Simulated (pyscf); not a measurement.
One four-centre exchange on the singlet surface with elements of a group swapped. ωB97M-D3(BJ)/def2-TZVP, kJ/mol, from the separated reactants. Structures and frequencies: ωB97X-D3(BJ)/def2-SVP in PySCF.

| step | barrier | reaction energy | imaginary mode (i cm⁻¹) |
|---|---|---|---|
| H₃C–Ga(CH₃)–CH₃ + H₂S -> H₃C–Ga(CH₃)–SH + CH₄ | 51.0 | -124.5 | 1249 |
| H₃C–In(CH₃)–CH₃ + H₂S -> CH₄ + H₃C–In(CH₃)–SH | 47.9 | -134.5 | 1261 |
| H₂S + H₃C–Al(CH₃)–CH₃ → H₃C–Al(CH₃)–SH + CH₄ | (withheld) | (withheld) | 1117 |

What belongs in the gaps?


- H₂S + H₃C–Al(CH₃)–CH₃ → H₃C–Al(CH₃)–SH + CH₄, barrier: 22.1
- H₂S + H₃C–Al(CH₃)–CH₃ → H₃C–Al(CH₃)–SH + CH₄, reaction energy: -131.2

Row 1: On the reactant side the descent ends in an adduct with a Ga–S contact, 47.0 kJ/mol under the separated species and 83.9 kJ/mol under the saddle at ωB97X-D3(BJ)/def2-TZVP. Row 2: On the reactant side the descent ends in an adduct with a In–S contact, 47.5 kJ/mol under the separated species and 77.8 kJ/mol under the saddle at ωB97X-D3(BJ)/def2-TZVP. Row 3: On the reactant side the descent ends in an adduct with a Al–S contact, 59.5 kJ/mol under the separated species and 67.4 kJ/mol under the saddle at ωB97X-D3(BJ)/def2-TZVP. Each row is the saddle that its search found. Elements up to Kr have no core potential and no relativistic terms here. Elements past Kr carry the def2 core potentials, without spin-orbit coupling.
